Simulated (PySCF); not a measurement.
# SiH2SF (SMILES F[SiH]S): UMP2/STO-3G

Aim: the vertical doublet–quartet gap of SiH2SF at UMP2/STO-3G, from 2 runs. 

The calculation is run with PySCF 2.14.0.

5 further runs of the same task are left out: 1 that didn't finish, 4 set aside as unsound or not needed.

## 1. The molecule

The species is SiH2SF (5 atoms), meant as a doublet with charge 0. SMILES: `F[SiH]S`. Geometry: relaxed at PBE0-D4/def2-TZVP. This is one conformer, not always the lowest.

Bond lengths: F1–Si2 1.603 Å, Si2–S3 2.122 Å, Si2–H4 1.489 Å, S3–H5 1.344 Å. Angles: F1–Si2–S3 112.5°, F1–Si2–H4 107.6°, S3–Si2–H4 105.3°, Si2–S3–H5 95.0°.

## 2. A single-point energy at UMP2/STO-3G

The input, input.py:

```python
from pyscf import gto, mp

mol = gto.M(
    atom='''
F   -1.242300  -0.527200   1.134200
Si  -0.629400  -0.168000  -0.303300
S    1.400700   0.438500  -0.191800
H   -0.621800  -1.416500  -1.115500
H    1.142700   1.599500   0.435000
''',
    spin=1,
    verbose=4,
    basis='sto-3g',
    max_memory=1860,
)

myscf = mol.UHF()
myscf.conv_tol = 1e-10
myscf.kernel()
if not myscf.converged:
    myscf = myscf.newton().run(myscf.mo_coeff, myscf.mo_occ)

pt = mp.MP2(myscf, frozen=11).run()
e_tot = pt.e_tot
print('E = %.10f Eh' % e_tot)
```

The run is started by

```sh
$ OMP_NUM_THREADS=1 python input.py
```

Output:

```text
PySCF version 2.14.0

[INPUT] num. atoms = 5
[INPUT] num. electrons = 41
[INPUT] charge = 0
[INPUT] spin (= nelec alpha-beta = 2S) = 1
[INPUT] symmetry False subgroup None
[INPUT] Mole.unit = angstrom
[INPUT] Symbol           X                Y                Z      unit          X                Y                Z       unit  Magmom
[INPUT]  1 F     -1.242300000000  -0.527200000000   1.134200000000 AA   -2.347606764547  -0.996263612871   2.143327370482 Bohr   0.0
[INPUT]  2 Si    -0.629400000000  -0.168000000000  -0.303300000000 AA   -1.189393622801  -0.317473988927  -0.573153933581 Bohr   0.0
[INPUT]  3 S      1.400700000000   0.438500000000  -0.191800000000 AA    2.646939382678   0.828644905622  -0.362449470692 Bohr   0.0
[INPUT]  4 H     -0.621800000000  -1.416500000000  -1.115500000000 AA   -1.175031704255  -2.676797055446  -2.107989491952 Bohr   0.0
[INPUT]  5 H      1.142700000000   1.599500000000   0.435000000000 AA    2.159390042540   3.022616936242   0.822030864186 Bohr   0.0

nuclear repulsion = 142.484404766028
number of shells = 15
number of NR pGTOs = 75
number of NR cGTOs = 25
basis = sto-3g
ecp = {}

******** <class 'pyscf.scf.uhf.UHF'> ********
method = UHF
initial guess = minao
damping factor = 0
level_shift factor = 0
DIIS = <class 'pyscf.scf.diis.CDIIS'>
diis_start_cycle = 1
diis_space = 8
diis_damp = 0
SCF conv_tol = 1e-10
SCF conv_tol_grad = None
SCF max_cycles = 50
direct_scf = True
direct_scf_tol = 1e-13
number electrons alpha = 21  beta = 20
Set gradient conv threshold to 1e-05
init E= -777.535357448611
[... the frontier-level lines of each cycle are left out ...]

cycle= 1 E= -777.876821941813  delta_E= -0.341  |g|= 0.266  |ddm|= 1.96
cycle= 2 E= -777.954513377539  delta_E= -0.0777  |g|= 0.0656  |ddm|= 0.626
cycle= 3 E= -777.95969941098  delta_E= -0.00519  |g|= 0.0234  |ddm|= 0.139
cycle= 4 E= -777.961030738176  delta_E= -0.00133  |g|= 0.00787  |ddm|= 0.0959
cycle= 5 E= -777.96120763206  delta_E= -0.000177  |g|= 0.00354  |ddm|= 0.0347
cycle= 6 E= -777.961245582261  delta_E= -3.8e-05  |g|= 0.00132  |ddm|= 0.0175
cycle= 7 E= -777.961250695058  delta_E= -5.11e-06  |g|= 0.000457  |ddm|= 0.00681
cycle= 8 E= -777.961251306014  delta_E= -6.11e-07  |g|= 0.000116  |ddm|= 0.00245
cycle= 9 E= -777.961251342976  delta_E= -3.7e-08  |g|= 2.9e-05  |ddm|= 0.000632
cycle= 10 E= -777.961251345149  delta_E= -2.17e-09  |g|= 1.37e-05  |ddm|= 0.000122
cycle= 11 E= -777.96125134575  delta_E= -6e-10  |g|= 4.16e-06  |ddm|= 7.99e-05
cycle= 12 E= -777.961251345802  delta_E= -5.21e-11  |g|= 1.25e-06  |ddm|= 2.23e-05
Extra cycle  E= -777.961251345805  delta_E= -3.64e-12  |g|= 7.85e-07  |ddm|= 3.2e-06
converged SCF energy = -777.961251345805  <S^2> = 0.75374597  2S+1 = 2.0037425

******** <class 'pyscf.mp.ump2.UMP2'> ********
nocc = (np.int64(10), np.int64(9)), nmo = (14, 14)
frozen orbitals 11
E(UMP2) = -778.028369309712  E_corr = -0.0671179639066301
E(SCS-UMP2) = -778.034690216908  E_corr = -0.0734388711029535
E_corr(same-spin) = -0.00819540644423391
E_corr(oppo-spin) = -0.0589225574623962
E = -778.0283693097 Eh
```

Run time: 0.97 s. Hardware: 1 thread of Arm Neoverse V1, shared host; peak memory 0.12 GiB.

## 3. The quartet, same level

The input, input.py:

```python
from pyscf import gto, scf, mp

mol = gto.M(
    atom=[
    ('F', (-1.242300, -0.527200, 1.134200)),
    ('Si', (-0.629400, -0.168000, -0.303300)),
    ('S', (1.400700, 0.438500, -0.191800)),
    ('H', (-0.621800, -1.416500, -1.115500)),
    ('H', (1.142700, 1.599500, 0.435000)),
],
    spin=3,
    basis='sto-3g',
    verbose=3,
    max_memory=1860,
)

calc0 = scf.UHF(mol)
calc0.conv_tol = 1e-10
calc0.kernel()
if not calc0.converged:
    calc0 = calc0.newton().run(calc0.mo_coeff, calc0.mo_occ)

pt = mp.MP2(calc0, frozen=11).run()
e_final = pt.e_tot
print('E = %.10f Eh' % e_final)
```

The run is started by

```sh
$ OMP_NUM_THREADS=1 python input.py
```

Output:

```text
WARN: HOMO 0.255924835813228 >= LUMO -0.31151502121698

WARN: HOMO 0.119406578763791 >= LUMO 0.0803461198980356

converged SCF energy = -777.6613609086  <S^2> = 3.7601297  2S+1 = 4.0050616
E(UMP2) = -777.7126117217  E_corr = -0.0512508130997942
E(SCS-UMP2) = -777.718236397775  E_corr = -0.0568754891753014
E = -777.7126117217 Eh
```

Run time: 0.97 s. Hardware: 1 thread of Arm Neoverse V1, shared host; peak memory 0.12 GiB.

## 4. Results

Level: UMP2/STO-3G, 11 core orbitals frozen.

| quantity | value |
| --- | --- |
| doublet: total energy | -778.02837 Eh |
| doublet: dipole moment (Hartree–Fock density) | 1.60 D |
| doublet: HOMO energy (Hartree–Fock orbitals) (highest over α and β) | -6.00 eV |
| doublet: LUMO energy (Hartree–Fock orbitals) (lowest over α and β) | 5.44 eV |
| doublet: correlation energy (11 core orbitals frozen) | -67.1 mEh |
| doublet: ⟨S²⟩ of the reference determinant | 0.754 |
| quartet: total energy | -777.71261 Eh |
| quartet: dipole moment (Hartree–Fock density) | 3.93 D |
| quartet: correlation energy (11 core orbitals frozen) | -51.3 mEh |
| quartet: ⟨S²⟩ of the reference determinant | 3.760 |
| vertical energy of the quartet above the doublet | 8.592 eV |

At this shape the quartet lies 8.59 eV (829 kJ/mol) above the doublet. In a minimal basis such a difference can be off by several eV, whatever the method. Mulliken charges (quartet) of the mean-field density run from -0.35 on F1 to +0.31 on Si2; they depend strongly on the basis.
